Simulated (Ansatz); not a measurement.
MgSiP2 (I-42d, No. 122, 8 atoms in the cell) was calculated with PBEsol in Ansatz (plane waves, PAW).

Run with plane-wave cutoff 520 eV, 8×8×8 k mesh, Fermi–Dirac smearing 0.01 eV, scalar-relativistic PAW data made under PBE.

Properties against volume:

Shape and atoms are relaxed at each volume.

```json
[
 {"V (Å³/atom)": "19.881", "P (GPa)": "3.14", "direct gap at Γ (eV)": "0.950", "c (Å)": "9.759", "a (Å)": "5.709"},
 {"V (Å³/atom)": "20.295", "P (GPa)": "1.53", "direct gap at Γ (eV)": "1.060", "c (Å)": "9.935", "a (Å)": "5.717"},
 {"V (Å³/atom)": "20.710", "P (GPa)": "0.00", "direct gap at Γ (eV)": "1.148", "c (Å)": "10.074", "a (Å)": "5.735"},
 {"V (Å³/atom)": "21.124", "P (GPa)": "-1.42", "direct gap at Γ (eV)": "1.221", "c (Å)": "10.190", "a (Å)": "5.759"},
 {"V (Å³/atom)": "21.538", "P (GPa)": "-2.70", "direct gap at Γ (eV)": "1.288", "c (Å)": "10.303", "a (Å)": "5.783"}
]
```

A straight line through the gaps at Γ against ln V gives a volume deformation potential dE_g(Γ)/d ln V of 4.2 eV: the gap at Γ narrows under compression.

Note: the relaxation could not lower the start's symmetry, so the cell can be a saddle point above a distorted one; the bulk modulus comes from volumes at which shape and atoms were relaxed.

Ansatz is an electronic-structure program.
